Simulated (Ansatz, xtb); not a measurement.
**BFH2O: where a starting geometry ends**

The starting geometry of this gas-phase singlet has its atoms placed at random.

```yaml
atoms:
  - { symbol: B, position_ang: [0.3150, 0.6030, -1.7636] }
  - { symbol: F, position_ang: [0.9639, -0.8374, -1.4149] }
  - { symbol: O, position_ang: [-0.4107, -0.8663, -1.2844] }
  - { symbol: H, position_ang: [-0.1333, -0.0668, -0.8990] }
  - { symbol: H, position_ang: [-1.2463, -1.0344, -0.5946] }
```

One run relaxed it with r2SCAN-D4/def2-SVP. What is a likely outcome?

It loosens into H2O + BF, which stay close as a complex. Distances that change by over a tenth: O3–H5 (1.10 → 0.97 Å). Contacts that open: B1–O3 (1.71 → 2.57 Å), B1–H4 (1.18 → 2.74 Å), F2–O3 (1.38 → 2.94 Å). Contacts that close: B1–F2 (1.62 → 1.27 Å).

The energy falls by 13.34 eV over 15 steps:

| step | E − E(last) (eV) |
| --- | --- |
| 1 | 13.343 |
| 3 | 3.146 |
| 4 | 1.514 |
| 6 | 0.264 |
| 7 | 0.211 |
| 9 | 0.042 |
| 10 | 0.008 |
| 12 | 0.002 |
| 13 | 0.002 |
| 15 | 0.000 |

Final geometry (Å):

```yaml
atoms:
  - { symbol: B, position_ang: [0.6728, 0.4209, -2.1409] }
  - { symbol: F, position_ang: [1.6586, -0.3815, -2.1697] }
  - { symbol: O, position_ang: [-0.7244, -1.0837, -0.5892] }
  - { symbol: H, position_ang: [-0.6773, -0.4009, 0.0956] }
  - { symbol: H, position_ang: [-1.4412, -0.7567, -1.1523] }
```

From the same start GFN2-xTB reaches the same bonding as this run.

From so rough a start the end depends on the optimiser's path, so another program may land elsewhere. The end wasn't checked by frequencies. Run with Ansatz 0.2.0, 9.9 s on 1 thread of Intel(R) Xeon(R) 6975P-C (Granite Rapids) (shared host).
